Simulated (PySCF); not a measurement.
First-order multiplets

Atoms are numbered as in `[CH2:1]=[CH:2][CH2:3][CH:4]=[CH2:5]`. Hydrogens are named by the atom that carries them. Ha(C1), Ha(C5) are cis to C3; Hb(C1), Hb(C5) are trans to C3.

Single conformer, one averaged value for each set of equivalent atoms, no relativistic terms, no solvent. Coordinates at the PBE0-D3(BJ)/def2-SVP level; GIAO PBE0/pcSseg-1 shieldings; couplings computed with B3LYP/pcJ-1 (without the spin–dipole term); PySCF 2.14.0 with density-fitted response routines.

δ = σ(ref) − σ, references computed at the same level: TMS for 1H (31.27 ppm).

Spectrometer: 500 MHz for 1H. First-order analysis; couplings under 1 Hz (under 4 Hz in carbon signals) are ignored, and nearly equal couplings are merged; the smaller ones broaden or split the lines further.

**Question.** What pattern does H(C2)/H(C4) show (1H)?

**Answer.** A doublet of doublets of triplets at δ 5.84: 17.9 Hz to Ha(C1)/Ha(C5) (1 × 1H, 3 bonds away), 11.1 Hz to Hb(C1)/Hb(C5) (1 × 1H, 3 bonds away), 8.5 Hz to H(C3) (2 × 1H, 3 bonds away). Lines in Hz from the centre (relative intensity): +23.0 (1), +14.5 (2), +11.9 (1), +6.0 (1), +5.1 (1), +3.4 (2), -3.4 (2), -5.1 (1), -6.0 (1), -11.9 (1), -14.5 (2), -23.0 (1). The outer lines are 46.0 Hz apart, the sum of the couplings kept, or 0.092 ppm at this field.

**Question.** What pattern does Hb(C1)/Hb(C5) show (1H)?

**Answer.** A doublet of doublets of triplets at δ 5.27: 11.1 Hz to H(C2)/H(C4) (1 × 1H, 3 bonds away), 2.2 Hz to Ha(C1)/Ha(C5) (1 × 1H, 2 bonds away), 1.3 Hz to H(C3) (2 × 1H, 4 bonds away). Lines in Hz from the centre (relative intensity): +8.0 (1), +6.7 (2), +5.8 (1), +5.3 (1), +4.5 (2), +3.1 (1), -3.1 (1), -4.5 (2), -5.3 (1), -5.8 (1), -6.7 (2), -8.0 (1). The outer lines are 15.9 Hz apart, the sum of the couplings kept, or 0.032 ppm at this field.

**Question.** What pattern does H(C3) show (1H)?

**Answer.** A triplet of quintets at δ 2.76: 8.5 Hz to H(C2)/H(C4) (2 × 1H, 3 bonds away), 1.5 Hz to Ha(C1)/Ha(C5) and Hb(C1)/Hb(C5) (4 × 1H, 4 bonds away). Lines in Hz from the centre (relative intensity): +11.5 (1), +10.0 (4), +8.5 (6), +7.0 (4), +5.5 (1), +3.0 (2), +1.5 (8), +0.0 (12), -1.5 (8), -3.0 (2), -5.5 (1), -7.0 (4), -8.5 (6), -10.0 (4), -11.5 (1). The outer lines are 23.0 Hz apart, the sum of the couplings kept, or 0.046 ppm at this field.

**Question.** What pattern does Ha(C1)/Ha(C5) show (1H)?

**Answer.** A doublet of quartets at δ 5.38: 17.9 Hz to H(C2)/H(C4) (1 × 1H, 3 bonds away), 1.9 Hz to Hb(C1)/Hb(C5) and H(C3) (3 × 1H, 2 or 4 bonds away). Lines in Hz from the centre (relative intensity): +11.8 (1), +9.9 (3), +8.0 (3), +6.1 (1), -6.1 (1), -8.0 (3), -9.9 (3), -11.8 (1). The outer lines are 23.6 Hz apart, the sum of the couplings kept, or 0.047 ppm at this field.

Unscaled 3J(H,H) at this level run about 10 % above measured values. Couplings across =CH–CH2 type bonds come from one rotamer and its mirror image, and can be 1–2 Hz further off.
